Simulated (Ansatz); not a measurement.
Coupled-cluster diagnostics for the cluster AlSi₂⁺, Ansatz.

Geometry of the singlet (PBE0-D4/def2-TZVP):

```xyz
3

Al   -0.4127   -0.0827   -1.3197
Si    0.5054   -1.0437    0.6344
Si   -0.0927    1.1263    0.6853
```

Correlated methods freeze 15 core orbitals. The structure comes from a short search, and lower isomers may exist.

Geometry of the charge 1 triplet (PBE0-D4/def2-TZVP):

```tsv
atom	x (Å)	y (Å)	z (Å)
Al1	0.4837	0.9450	1.1306
Si2	-0.2286	0.3491	-1.2567
Si3	-0.2552	-1.2940	0.1261
```

Geometry of the charge 1 quintet (PBE0-D4/def2-TZVP):

```xyz
3

Al   -1.252   -0.902    0.218
Si    1.291   -0.511   -0.271
Si   -0.038    1.413    0.053
```

Question: Estimate the CCSD(T) correlation energy, the shares of MP2 and (T), T1 and the reference's ⟨S²⟩ for: charge 1, singlet, own geometry in def2-TZVPP; charge 1, triplet, own geometry in def2-TZVPP; charge 1, quintet, own geometry in def2-TZVPP; and the rough time on 4 threads of Arm Neoverse V1 on a shared host.

Answer: 
```tsv
state	basis	correlation (eV)	MP2 share (%)	(T) share (%)	T1	⟨S²⟩ (pure)	wall time	remarks
charge 1, singlet, own geometry	def2-TZVPP	-8.436	84.1	8.6	0.060	0.00 (0.00)	3 s	large T1, restricted SCF unstable
charge 1, triplet, own geometry	def2-TZVPP	-7.393	78.3	8.0	0.110	2.39 (2.00)	9.5 s	large T1, spin-contaminated
charge 1, quintet, own geometry	def2-TZVPP	-6.736	80.5	6.8	0.025	6.05 (6.00)	3.2 s	–
```
Customary marks for T1 are 0.02 (closed shells), 0.045 (open shells) and about 0.05 (3d metals). T1 exceeds 0.02 in 3 of 3 rows and 0.045 in 2; the higher it lies, the less the single-reference result can be trusted.
